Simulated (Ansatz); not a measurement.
Reaction: C3H7N (SMILES C1C(N)C1) → C3H5 (SMILES [CH]1CC1, doublet) + NH2 (SMILES [NH2], doublet) (the C-N bond breaks)
Each species at its own B3LYP-D3(BJ)/def2-TZVP minimum (Ansatz, a first-principles code), one conformer.

Total energies in hartree (Ansatz). Radicals and triplets start from unrestricted determinants; spin-orbit coupling is neglected. Correlated methods leave the cores frozen. No relativity.

| species | HF/cc-pVTZ | CCSD(T)/cc-pVTZ | HF/cc-pVQZ | CCSD(T)/cc-pVQZ | CCSD(T)/cc-pVDZ | CCSDT(Q)/cc-pVDZ |
|---|---|---|---|---|---|---|
| 1: C3H7N (SMILES C1C(N)C1) | -172.14922 | -172.93946 | -172.16119 | -172.99240 | -172.75283 | -172.75480 |
| 2: C3H5 (SMILES [CH]1CC1, doublet) | -116.45667 | -116.98652 | -116.46408 | -117.02016 | -116.86558 | -116.86718 |
| 3: NH2 (SMILES [NH2], doublet) | -55.58579 | -55.79359 | -55.59045 | -55.81078 | -55.73272 | -55.73328 |

Work out the bond dissociation energy (electronic) in kJ/mol: take Hartree-Fock from cc-pVQZ, extrapolate the CCSD(T) correlation energy as X^-3 (X = 3, 4), and add CCSDT(Q) - CCSD(T) in cc-pVDZ. 1 hartree = 2625.5 kJ/mol.


Species 1: correlation (64·(-0.83121) - 27·(-0.79024))/37 = -0.86111; step -0.00197; E1 = -172.16119 + (-0.86111) + (-0.00197) = -173.02427
Species 2: correlation (64·(-0.55608) - 27·(-0.52985))/37 = -0.57522; step -0.00160; E2 = -116.46408 + (-0.57522) + (-0.00160) = -117.04090
Species 3: correlation (64·(-0.22033) - 27·(-0.20780))/37 = -0.22947; step -0.00056; E3 = -55.59045 + (-0.22947) + (-0.00056) = -55.82048
-1·E1 +1·E2 +1·E3 = 0.16289 hartree = 427.7 kJ/mol.
